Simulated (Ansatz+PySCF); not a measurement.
Two shapes of triplet C₄H₆.

Shape 1:

```xyz
10

C     0.0000    0.0000    0.0000
C     1.4143    0.0000    0.0000
C    -0.7072    1.2248    0.0000
C    -0.7072   -1.2248    0.0000
H     1.9765   -0.9363    0.0000
H     1.9765    0.9363    0.0000
H    -1.7991    1.2436    0.0000
H    -0.1774    2.1799    0.0000
H    -1.7991   -1.2436    0.0000
H    -0.1774   -2.1799    0.0000
```

Shape 2:

```xyz
10

C     0.0000    0.0000    0.0000
C     1.5275    0.0000    0.0000
C    -0.7637    1.3228    0.0000
C    -0.7637   -1.3228    0.0000
H     2.1347   -1.0112    0.0000
H     2.1347    1.0112    0.0000
H    -1.9430    1.3431    0.0000
H    -0.1916    2.3543    0.0000
H    -1.9430   -1.3431    0.0000
H    -0.1916   -2.3543    0.0000
```

Basis set: def2-SVP (spherical functions). Left uncorrelated: 4 orbitals. Correlation on ROHF uses semicanonical orbitals with singles. Charge 0, multiplicity 3.

Computed with Ansatz (development build ahead of 0.2.0); each method stands on the lowest determinant of its kind that the runs found.

Which shape is lower in energy, and by how much in each method?

| method | E(2) − E(1) (eV) |
| --- | --- |
| ROHF | 1.943 |
| UHF | 1.621 |
| ROHF-MP2 | 1.476 |
| UHF-MP2 | 1.608 |

Shape 1 is lower. Caution for ROHF, ROHF-MP2: an unrestricted determinant lies well below. Caution for UHF, UHF-MP2: the unrestricted determinant is spin contaminated.
